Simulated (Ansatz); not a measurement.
Total energies of `CC(O)(F)CF`.

Z-matrix (Å, degrees):
```
C
C 1 1.505
H 1 1.090 2 110.4
H 1 1.090 2 108.6 3 -119.3
H 1 1.091 2 110.4 3 121.3
O 2 1.373 1 109.4 3 60.1
F 2 1.396 1 108.1 3 178.4
C 2 1.519 1 112.7 3 -64.3
H 6 0.965 2 107.8 1 -170.3
F 8 1.382 2 109.2 1 170.5
H 8 1.092 2 110.6 1 -70.3
H 8 1.093 2 110.0 1 52.0
```

The species carries charge 0 and has multiplicity 1. The structure was optimised at the PBE0-D4/def2-TZVP level. It is one conformer, not always the lowest. Basis def2-TZVPP, Ansatz 0.2.0.

RPA on PBE orbitals: Hartree–Fock energy of these orbitals -390.94183 Eh, correlation -1.94710 Eh (frozen core).

```json
{"functional": "BLYP", "energy without D4 (Eh)": "-392.92343", "D4 term (kJ/mol)": "-45.1"}
{"functional": "B97M-V", "energy without D4 (Eh)": "-392.92238", "D4 term (kJ/mol)": "–"}
{"functional": "PBE0", "energy without D4 (Eh)": "-392.60371", "D4 term (kJ/mol)": "-16.5"}
{"functional": "r2SCANh", "energy without D4 (Eh)": "-392.80635", "D4 term (kJ/mol)": "-5.2"}
{"functional": "HSE06 (plane-wave form)", "energy without D4 (Eh)": "-392.58541", "D4 term (kJ/mol)": "-15.1"}
{"functional": "CAM-B3LYP", "energy without D4 (Eh)": "-392.88550", "D4 term (kJ/mol)": "-16.2"}
{"functional": "LC-ωPBE", "energy without D4 (Eh)": "-392.79674", "D4 term (kJ/mol)": "–"}
{"functional": "ωB97X-V", "energy without D4 (Eh)": "-392.89334", "D4 term (kJ/mol)": "–"}
{"functional": "ωB97M-V", "energy without D4 (Eh)": "-392.88760", "D4 term (kJ/mol)": "–"}
{"functional": "B2PLYP", "energy without D4 (Eh)": "-392.75175", "D4 term (kJ/mol)": "–"}
```

Problem. Give the same for LDA (SPW92), PBE, revPBE, r2SCAN, B3LYP, r2SCAN0, BHLYP, PBE-QIDH. (An estimate is asked.)

Solution. Computed: 
```json
{"functional": "LDA (SPW92)", "energy without D4 (Eh)": "-390.11623", "D4 term (kJ/mol)": "–"}
{"functional": "PBE", "energy without D4 (Eh)": "-392.58759", "D4 term (kJ/mol)": "-19.8"}
{"functional": "revPBE", "energy without D4 (Eh)": "-392.88169", "D4 term (kJ/mol)": "-71.9"}
{"functional": "r2SCAN", "energy without D4 (Eh)": "-392.82654", "D4 term (kJ/mol)": "-5.0"}
{"functional": "B3LYP", "energy without D4 (Eh)": "-393.01998", "D4 term (kJ/mol)": "-31.5"}
{"functional": "r2SCAN0", "energy without D4 (Eh)": "-392.77754", "D4 term (kJ/mol)": "-5.7"}
{"functional": "BHLYP", "energy without D4 (Eh)": "-392.83078", "D4 term (kJ/mol)": "-20.9"}
{"functional": "PBE-QIDH", "energy without D4 (Eh)": "-392.55448", "D4 term (kJ/mol)": "–"}
```

B3LYP takes the VWN-RPA correlation (the form of Gaussian; ORCA's B3LYP/G). HSE06 is the plane-wave form, built on full-range PBE exchange. The double hybrids freeze the cores in their second-order part.

LC-ωPBE has ω = 0.4 bohr⁻¹.
